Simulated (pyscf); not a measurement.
`[CH3][Cl]` + `[F][C][F]` [singlet] → `[F][CH]([F])[CH2][Cl]` (insertion; singlet surface; C–H broken, C–C, C–H formed). Optimised with ωB97X-D3(BJ)/def2-SVP in PySCF. MP2 and CC: frozen core, UHF for open shells. ΔMP2 is the change of the MP2 total energy from the triple- to the quadruple-zeta basis. Energies in eV from the separated reactants.

```tsv
level	barrier	reaction energy
ωB97X-D3(BJ)/def2-TZVP	1.64	-2.60
PBE/def2-TZVP	1.04	-2.56
B3LYP-D3(BJ)/def2-TZVP	1.37	-2.55
M06-2X/def2-TZVP	1.53	-2.66
MP2/def2-QZVPP	1.37	-2.78
CCSD(T)/def2-TZVPP	1.51	-2.54
CCSD(T)/def2-TZVPP + ΔMP2(QZVPP)	?	?
```

### Question
Some entries are withheld; supply them.

### Answer

- CCSD(T)/def2-TZVPP + ΔMP2(QZVPP), barrier: 1.47
- CCSD(T)/def2-TZVPP + ΔMP2(QZVPP), reaction energy: -2.57

Of the functionals in the table, M06-2X is closest to CCSD(T)/def2-TZVPP + ΔMP2(QZVPP) in the barrier (0.06 eV apart) and PBE least close (0.43 eV); that level has limits of its own. F–CH(F)–CH₂–Cl lies 0.25 eV over its isomer H₃C–C(F)(F)–Cl, and others may lie lower still (electronic energy, ωB97M-D3(BJ)). This is the saddle that the search found; another between the same sides may lie lower. The CCSD(T) − MP2 part came from Ansatz, without density fitting, on the same reference.
